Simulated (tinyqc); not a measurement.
Starting guesses with DIIS over 6 matrices: SCF starting guesses in the sto-3g basis, for H2O, spin multiplicity 1. Computed by the program tinyqc with PySCF. RHF with one setting changed at a time; a run stops when the energy changes by less than 1e-09 hartree and the error matrix is below 1e-5. Starts: the lowest orbitals of the core Hamiltonian, of the Wolfsberg-Helmholz matrix (K = 1.75), projected atomic densities, random orbitals, and the highest orbitals of the core Hamiltonian (a deliberately bad start).

Geometry (angstrom):
```
atom       x        y       z
O     0.0000   0.0000  0.0000
H     0.0000   0.8740  0.7370
H     0.0000  -0.8740  0.7370
```

lowest restricted solution found by these runs and by PySCF = -74.925811 hartree

Largest element of the error matrix X^T (FDS - SDF) X:
```
iteration     core  Wolfsberg-Helmholz  atomic densities   random  highest core orbitals
1          5.1e-01             4.9e-01           9.2e-01  9.2e+00                4.1e-01
2          3.2e-01             1.3e-01           2.0e-01  3.9e-01                5.6e-01
3          5.7e-02             3.7e-02           3.1e-02  1.3e-01                5.9e-01
4          1.2e-02             7.0e-03           4.4e-03  4.1e-02                5.7e-01
5          2.9e-03             2.1e-03           3.2e-04  8.1e-03                5.7e-01
6          4.7e-04             3.8e-05           1.1e-04  2.7e-03                5.3e-01
8          1.3e-07             1.7e-09           1.5e-09  9.7e-05                3.3e-02
10               -                   -                 -  3.5e-06                3.4e-03
```

How each run ends:
```
run                    iterations  E (hartree)         state
core                            8   -74.925811  lowest found
Wolfsberg-Helmholz              8   -74.925811  lowest found
atomic densities                8   -74.925811  lowest found
random                         11   -74.925811  lowest found
highest core orbitals          13   -74.925811  lowest found
```

What does the comparison show, and why?

5 of 5 runs reach the lowest restricted solution found, in 8 to 13 iterations (fastest: core, Wolfsberg-Helmholz, atomic densities). The first errors are 5e-01, 5e-01, 9e-01, 9e+00, 4e-01; the deliberately bad start has the smallest one, so a small first error does not mark a good start.
